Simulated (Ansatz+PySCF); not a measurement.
Values are calculated unless marked as measured or tabulated.
A run of Ansatz (development build ahead of 0.2.0) on doublet OH at this shape:

```xyz
2

O     0.0000    0.0000   -0.1573
H     0.0000    0.0000    1.2585
```

Its results:

```
Converged                                                          : yes
Reference energy                                                   : -75.29824 hartree
Correlation energy                                                 : -0.07620 hartree
Total energy                                                       : -75.37444 hartree
Spin squared of the determinant                                    : 1.158
Occupied orbitals by symmetry in an Abelian subgroup (alpha; beta) : 3 A1 1 B1 1 B2; 3 A1 1 B1
```

Question: Which input gives this output? Name the method, the orbitals and the basis set, and write the input.

Answer: UHF-MP2 in 6-31G.

```yaml
crystal:
  periodic: [false, false, false]
  atoms:
    - { symbol: O, position_ang: [0.0, 0.0, -0.15731] }
    - { symbol: H, position_ang: [0.0, 0.0, 1.2585] }
basis:
  gaussian: { orbitals: "6-31G" }
magnetization:
  spin_polarized: true
  initial_magnetization: 1
hamiltonian:
  xc: hf
correlation:
  method: mp2
  frozen_orbitals: { H: 0, O: 1 }
```

Caution: bonds are stretched, where a single reference can fail; the unrestricted determinant is spin contaminated.
